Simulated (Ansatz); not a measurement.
Relative stability

The two ends of one reaction step of SiHOF, singlet (PBE0-D4/def2-TZVP).

A:

```xyz
4
angstrom
H -1.5568 0.1924 0.2663
O -0.7292 0.2371 -0.2197
Si 0.5986 -0.3525 0.5500
F 1.6875 -0.0771 -0.5967
```

B:

H1  (-0.626, -0.408, 1.233)
O2  (-0.789, 0.672, -1.203)
Si3  (-0.061, 0.034, -0.051)
F4  (1.477, -0.299, 0.020)
(Å)

Ansatz 0.2.0; basis: def2-TZVPP; cores frozen in the correlated methods. B3LYP uses VWN-RPA correlation.

(1) Which structure is lower at CCSD(T), and by how much? (An estimate is asked for; the value comes from the calculation.)

No T1 diagnostic of these runs exceeds 0.019.

## Answers

(1) Computed: A, by 51.3 kJ/mol (electronic energy, against the other). By their contacts, A is SiHOF ([OH][Si][F]) and B is SiHOF ([O][SiH][F]).

All methods give the same order:

```csv
method,E(B) − E(A) (kJ/mol)
SPW92,57.5
PBE-D4,47.9
BLYP-D4,45.0
r2SCAN-D4,39.3
B97M-V,48.4
PBE0-D4,55.2
B3LYP-D4,51.8
r2SCAN0-D4,49.2
BHLYP-D4,59.4
CAM-B3LYP-D4,55.4
wB97X-V,51.4
wB97M-V,63.5
B2PLYP,44.0
PBE-QIDH,47.8
RPA on PBE,50.5
HF,63.9
MP2,34.1
CCSD,56.2
CCSD(T),51.3
```

Labels in which every atom is bracketed show which atoms are joined, not bond orders.

For scale, one of the runs: CCSD(T)/def2-TZVPP, 118 basis functions, launched by `ansatz run in.yaml --threads 2 --pin off --events-out ev --progress --plain --max-ram 4352MiB`. The run took about 12 s on 2 CPU threads of an AMD EPYC 7R43 (shared host).
